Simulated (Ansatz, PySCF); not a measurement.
Dimer: C2H2 (SMILES C#C) (first 4 atoms) with H2O (SMILES O); geometry from S66by8 set.
(charge 0, multiplicity 1):
| atom | x (Å) | y (Å) | z (Å) |
|---|---|---|---|
| C | -1.4724 | 0.0604 | 0.0473 |
| H | -0.4066 | 0.0301 | 0.0227 |
| C | -2.6843 | 0.0942 | 0.0747 |
| H | -3.7448 | 0.1245 | 0.0993 |
| O | 2.9379 | -0.0983 | -0.0776 |
| H | 3.5083 | -0.6881 | 0.4195 |
| H | 3.5099 | 0.2527 | -0.7629 |

Monomers are frozen at their geometry in the pair; levels with a basis set take the counterpoise correction.

Cores are frozen in the correlated methods. CBS(a, b) extrapolates the correlation energy as X⁻³ and adds the Hartree–Fock energy of set b.

The values were computed with Ansatz (Gaussian orbitals); PySCF for the dispersion terms. Values without a source in brackets are computed.

PBE/def2-TZVPPD gives -47.3 meV for the interaction energy.

### Question
Where do these levels fall relative to PBE: PBE-D3(BJ)/def2-TZVPPD, r2SCAN/def2-TZVPPD, B3LYP/def2-TZVPPD, wB97M-V/def2-TZVPPD, MP2/CBS(aug-cc-pVDZ, aug-cc-pVTZ), CCSD(T)/CBS(aug-cc-pVDZ, aug-cc-pVTZ).

### Answer
PBE-D3(BJ)/def2-TZVPPD -5.3; r2SCAN/def2-TZVPPD 1.0; B3LYP/def2-TZVPPD 5.6; wB97M-V/def2-TZVPPD -3.7; MP2/CBS(aug-cc-pVDZ, aug-cc-pVTZ) -3.5; CCSD(T)/CBS(aug-cc-pVDZ, aug-cc-pVTZ) -3.9 meV. 2 of 6 lie above PBE; the widest gap is to B3LYP/def2-TZVPPD. Against computed benchmark interaction energy, Řezáč et al., J. Chem. Theory Comput. 7, 2427 (2011), S66x8, -50.7 meV, PBE differs by 3.4 meV.

Ansatz is an electronic-structure program.
